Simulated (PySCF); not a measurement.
Carbon: a sound run and one with changed settings

Sound run: C [He] 2s2 2p2, C⁺ [He] 2s2 2p1. Calculation: PySCF 2.14, in aug-cc-pVDZ-DK (4s3p2d, 23 functions); the spin-free X2C one-electron Hamiltonian (Gaussian nucleus). The sound run starts from symmetry-adapted Hartree-Fock orbitals and uses a fine grid where one is needed.

Changed run: initial guess atom, at most 2 SCF cycles. This setting is unsound on purpose.

```
species  method  sound run (hartree)  changed run (hartree)  converged
      C     UHF            -37.70269              -37.69750         no
      C     PBE            -37.80654              -37.80352         no
      C  M06-2X            -37.85422              -37.85385         no
     C⁺     UHF            -37.30535              -37.29894         no
     C⁺     PBE            -37.38169              -37.38026         no
     C⁺  M06-2X            -37.43738              -37.43650         no
```

The SCF was stopped early; the energies are upper bounds that still move, and correlated levels were skipped or rest on poor orbitals.
